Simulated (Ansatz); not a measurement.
One geometry of Li2F⁺, several levels of theory.

```yaml
crystal:
  periodic: [false, false, false]
  atoms:
    - {symbol: Li, position_ang: [0.773762, 0.941168, 1.125365]}
    - {symbol: Li, position_ang: [-0.773741, -0.941216, -1.125362]}
    - {symbol: F, position_ang: [-0.000022, 0.000048, -0.000003]}
basis:
  gaussian: {orbitals: def2-TZVP, initial_orbitals: start.molden}
total_charge: 1
hamiltonian: {xc: {name: B2PLYP}}
scf: {omitted_lower_state_checks: [starts]}
```

The file start.molden holds the orbitals of an earlier run on this structure, at another level or in another basis.

```sh
$ ansatz run in.yaml --threads 2 --pin off --events-out ev --progress --plain --max-ram 4352MiB
```

Shortened log:

```
Functional definition: B2PLYP
509 factors; integrals over basis functions are off by at most 6.5e-4 eV
mean field evaluation 1: about -3120.9717 eV, gradient 4.5e0 eV
mean field evaluation 2: about -3120.9862 eV, gradient 3.1e-2 eV
mean field evaluation 4: about -3120.9882 eV, gradient 1.8e-5 eV
mean field evaluation 8: about -3120.9882 eV, gradient 4.4e-7 eV
mean field -3120.98822372 eV, -114.6942017401 hartree, gradient 4.4e-7 eV, S^2 0.000000; 0 other end points of the search recorded, 0 dependent functions left out
1 core orbitals not correlated: weight in the atoms' cores, before any rotation towards them, 1.000 or more for the frozen orbitals, at most 0.000 for the correlated occupied ones
reference -3120.98837047 eV, -114.6942071330 hartree; 6, 6 occupied and 52, 52 virtual orbitals, 509 factors
second order -10.47742433 eV of doubles, -0.00000000 eV of singles
Total energy: -3123.81727504 eV, -114.7981674585 hartree
Checks for a lower state left out: starts
```

Hardware: 2 threads of Arm Neoverse V2 on a shared host. Wall time 0.45 s.

First input, but with `gaussian: {orbitals: def2-SVP, initial_orbitals: start.molden}`, `hamiltonian: {xc: pbe, dispersion: d4}`, `output: {orbitals: {seedname: orbitals}}` (abridged; 0.25 s):

```
Functional definition: PBE
mean field -3117.88566492 eV, -114.5801848069 hartree, gradient 8.1e-6 eV, S^2 0.000000
Total energy: -3117.89866855 eV, -114.5806626817 hartree
Checks for a lower state left out: starts
```

As the first input, with `hamiltonian: {xc: {name: wB97X-V}}`, `output: {orbitals: {seedname: orbitals}}` (abridged; 1 s):

```
Functional definition: wB97X-V
mean field -3124.22206906 eV, -114.8130433640 hartree, gradient 6.0e-6 eV, S^2 0.000000
Total energy: -3124.22206627 eV, -114.8130432617 hartree
Checks for a lower state left out: starts
```

The first input with `gaussian: {orbitals: def2-TZVPP, initial_orbitals: start.molden}`, `correlation: {method: ccsd_t}`, `output: {orbitals: {seedname: orbitals}}` and without the key `hamiltonian` (abridged; 0.45 s):

```
Functional definition: HF
mean field -3111.19008191 eV, -114.3341266699 hartree, gradient 1.2e-6 eV, S^2 0.000000
1 core orbitals not correlated: weight in the atoms' cores, before any rotation towards them, 1.000 or more for the frozen orbitals, at most 0.000 for the correlated occupied ones
second order -9.06193478 eV of doubles, -0.00000000 eV of singles
cycle   1  -9.09113143 eV  change   -2.9e-2 eV  update   5.4e-2
cycle   2  -9.23513035 eV  change   -1.4e-1 eV  update   1.5e-2
cycle   3  -9.27602809 eV  change   -4.1e-2 eV  update   6.8e-3
cycle   4  -9.27138199 eV  change    4.6e-3 eV  update   1.6e-3
cycle   5  -9.26979774 eV  change    1.6e-3 eV  update   5.3e-4
cycle   6  -9.26990156 eV  change   -1.0e-4 eV  update   1.6e-4
cycle   7  -9.26994331 eV  change   -4.2e-5 eV  update   4.4e-5
cycle   8  -9.26993011 eV  change    1.3e-5 eV  update   1.4e-5
cycle   9  -9.26992415 eV  change    6.0e-6 eV  update   2.8e-6
perturbative correction -0.18051717 eV, -0.0066338837 hartree
Total energy: -3120.64052324 eV, -114.6814239829 hartree
Checks for a lower state left out: starts
```

As the first input, with `hamiltonian: {xc: pbe}`, `correlation: {method: rpa}` (abridged; 0.5 s):

```
Functional definition: PBE
mean field -3121.49190803 eV, -114.7127117969 hartree, gradient 4.5e-7 eV, S^2 0.000000
1 core orbitals not correlated: weight in the atoms' cores, before any rotation towards them, 1.000 or more for the frozen orbitals, at most 0.000 for the correlated occupied ones
Total energy: -3125.07760644 eV, -114.8444837829 hartree
Checks for a lower state left out: starts
```

The first input with `correlation: {method: mp2}`, `output: {orbitals: {seedname: orbitals}}` and without the key `hamiltonian` (abridged; 0.15 s):

```
Functional definition: HF
mean field -3111.18060015 eV, -114.3337782215 hartree, gradient 2.1e-6 eV, S^2 0.000000
1 core orbitals not correlated: weight in the atoms' cores, before any rotation towards them, 1.000 or more for the frozen orbitals, at most 0.000 for the correlated occupied ones
second order -9.02564036 eV of doubles, -0.00000000 eV of singles
Total energy: -3120.20624050 eV, -114.6654643868 hartree
Checks for a lower state left out: starts
```

As the first input, with `hamiltonian: {xc: pbe, dispersion: d4}`, `output: {orbitals: {seedname: orbitals}}` (abridged; 0.3 s):

```
Functional definition: PBE
mean field -3121.49190930 eV, -114.7127118437 hartree, gradient 1.7e-5 eV, S^2 0.000000
Total energy: -3121.50488434 eV, -114.7131886677 hartree
Checks for a lower state left out: starts
```

Geometry: PBE0-D4/def2-TZVP.

Correlated methods freeze 1 core orbital; core or outer-core shells of Li are correlated, in sets that lack core-valence functions. The structure comes from a short search, and lower isomers may exist.
